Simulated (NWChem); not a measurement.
System: CH$_{2}$ cation, doublet

Input file for NWChem:

```
start job
memory heap 200 mb stack 900 mb global 1100 mb
charge 1
geometry units angstroms noautosym nocenter noautoz
  C     -0.093706    -0.017169     0.000000
  H      0.265847     0.048710    -1.035808
  H      0.265847     0.048710     1.035808
end
basis spherical
  * library def2-svp
end
dft
  odft
  mult 2
  xc b3lyp
  iterations 150
end
cosmo
  do_cosmo_smd true
  solvent acetntrl
end
task dft energy
```

Excerpt of the output:

```
             Northwest Computational Chemistry Package (NWChem) 7.3.0
             --------------------------------------------------------

                             Geometry "geometry" -> ""
                             -------------------------

 Output coordinates in angstroms (scale by  1.889725989 to convert to a.u.)

  No.       Tag          Charge          X              Y              Z
 ---- ---------------- ---------- -------------- -------------- --------------
    1 C                    6.0000    -0.09370600    -0.01716900     0.00000000
    2 H                    1.0000     0.26584700     0.04871000    -1.03580800
    3 H                    1.0000     0.26584700     0.04871000     1.03580800

 Effective nuclear repulsion energy (a.u.)       6.0366119838

                                 NWChem DFT Module
                                 -----------------

 Summary of "ao basis" -> "ao basis" (spherical)
 ------------------------------------------------------------------------------
       Tag                 Description            Shells   Functions and Types
 ---------------- ------------------------------  ------  ---------------------
 C                          def2-svp                 6       14   3s2p1d
 H                          def2-svp                 3        5   2s1p

 in cosmo_initialize ...
 calling solv_data for solv:acetntrl

 solvent parameters
 solvname_short: acetntrl
 solvname_long:  acetonitrile
 dielec:       35.6880
 dielecinf:     1.8069
 nonaqueous SMD model solvent descriptors
 dielec:       35.6880
 sola:          0.0700
 solb:          0.3200
 solc:          0.0000
 solg:         41.2500
 solh:          0.0000
 soln:          1.3442

          ---------------
          -cosmo- solvent
          ---------------
 Cosmo: York-Karplus, doi: 10.1021/jp992097l
 dielectric constant -eps-     =  35.69
 screen = (eps-1)/(eps    )    =   0.97198
 surface charge correction     = lagrangian

   van der Waals surface
 --------------------------

[...]

                                COSMO-SMD solvation results
                                ---------------------------

             internal energy in gas <Psi(g)|H|Psi(g)> =       -38.739979351541
         internal energy in solvent <Psi(s)|H|Psi(s)> =       -38.739817665261
                               delta internal energy  =         0.000161686280 (    0.10 kcal/mol)
   total free energy in solvent <Psi(s)|H+V/2|Psi(s)> =       -38.877329542841
 polarization energy contribution <Psi(s)|V/2|Psi(s)> =        -0.137511877581 (  -86.29 kcal/mol)
    total free energy in solvent including G(SMD-CDS) =       -38.871871703287
                       G(SMD-CDS) energy contribution =         0.005457839554 (    3.42 kcal/mol)
     1 M fixed-concentration free energy of solvation =        -0.131892351746 (  -82.76 kcal/mol)

                    DFT Final Alpha Molecular Orbital Analysis
                    ------------------------------------------

 Vector    2  Occ=1.000000D+00  E=-7.806004D-01
              MO Center=  4.5D-02,  8.3D-03,  5.5D-09, r^2= 8.5D-01
   Bfn.  Coefficient  Atom+Function         Bfn.  Coefficient  Atom+Function
  ----- ------------  ---------------      ----- ------------  ---------------
     2      0.632526  1 C  s                  1     -0.283309  1 C  s
     3      0.210350  1 C  s                 15      0.207665  2 H  s
    20      0.207665  3 H  s                  4      0.048228  1 C  px

 Vector    3  Occ=1.000000D+00  E=-5.739328D-01
              MO Center=  6.7D-02,  1.2D-02, -6.2D-09, r^2= 1.1D+00
   Bfn.  Coefficient  Atom+Function         Bfn.  Coefficient  Atom+Function
  ----- ------------  ---------------      ----- ------------  ---------------
     6      0.524395  1 C  pz                15     -0.318859  2 H  s
    20      0.318859  3 H  s                  9      0.136795  1 C  pz
    16     -0.052249  2 H  s                 21      0.052249  3 H  s

 Vector    4  Occ=1.000000D+00  E=-4.028454D-01
              MO Center= -2.4D-01, -4.4D-02, -2.2D-11, r^2= 8.9D-01
   Bfn.  Coefficient  Atom+Function         Bfn.  Coefficient  Atom+Function
  ----- ------------  ---------------      ----- ------------  ---------------
     4      0.680570  1 C  px                 7      0.336575  1 C  px
     2     -0.185916  1 C  s                  3     -0.142180  1 C  s
     5      0.124369  1 C  py                15      0.118903  2 H  s
    20      0.118903  3 H  s                  1      0.068687  1 C  s
     8      0.061455  1 C  py                16      0.030634  2 H  s

 Vector    5  Occ=0.000000D+00  E=-2.493237D-01
              MO Center= -8.8D-02, -1.6D-02, -7.9D-11, r^2= 1.0D+00
   Bfn.  Coefficient  Atom+Function         Bfn.  Coefficient  Atom+Function
  ----- ------------  ---------------      ----- ------------  ---------------
     5      0.664199  1 C  py                 8      0.438675  1 C  py
     4     -0.121395  1 C  px                 7     -0.080275  1 C  px

 Vector    6  Occ=0.000000D+00  E= 3.739648D-02
              MO Center=  3.1D-01,  5.7D-02, -2.7D-09, r^2= 3.4D+00
   Bfn.  Coefficient  Atom+Function         Bfn.  Coefficient  Atom+Function
  ----- ------------  ---------------      ----- ------------  ---------------
     3      1.590278  1 C  s                 16     -1.194807  2 H  s
    21     -1.194807  3 H  s                  2      0.426885  1 C  s
     7      0.392867  1 C  px                15     -0.266277  2 H  s
    20     -0.266277  3 H  s                  4      0.187021  1 C  px
     1     -0.158487  1 C  s                  8      0.071759  1 C  py

[...]
```

Level: B3LYP/def2-SVP, spin-unrestricted, SMD on the gas-phase geometry. The geometry was optimised at PBE0-D3(BJ)/def2-TZVP, spin-unrestricted. No stability test was run on the SCF state. B3LYP is NWChem's, with the RPA form of VWN correlation. Solvent: acetonitrile.
